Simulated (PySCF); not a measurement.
## Adding and removing an electron: CF

PBE0; PySCF, no relativity, basis sets C def2-TZVP, F def2-TZVP. Neutral (UKS): doublet (π ↑), Re = 1.268 Å, ωe = 1339 cm⁻¹, De = 5.84 eV, HOMO -6.23 eV, LUMO -2.74 eV.

CF⁺ (UKS): singlet (closed shell), Re = 1.153 Å, ωe = 1817 cm⁻¹, De = 8.00 eV to C⁺ + F. The energies at the minima are -137.69610 hartree for CF and -137.35242 for CF⁺.

Question: Work out the adiabatic ionisation energy, without and with harmonic zero-point energies (1 hartree = 27.2114 eV, 1 eV = 8065.5 cm⁻¹), and the change of the bond length.

Answer: At PBE0: 0.34368 hartree = 9.352 eV between the minima; the zero-point term (1817.0 − 1339.0)/2 cm⁻¹ = +0.030 eV makes it 9.382 eV. Re changes by -11.5 pm against the neutral. The electron leaves a π orbital, and the shorter bond of the ion fits an antibonding orbital, or a change in how ionic the bond is.

For an ion De counts to the pair picked by the measured ionisation energies or electron affinities, which need not be the lowest pair at this level. States were picked by a PBE0 search and need not be the measured ground states.
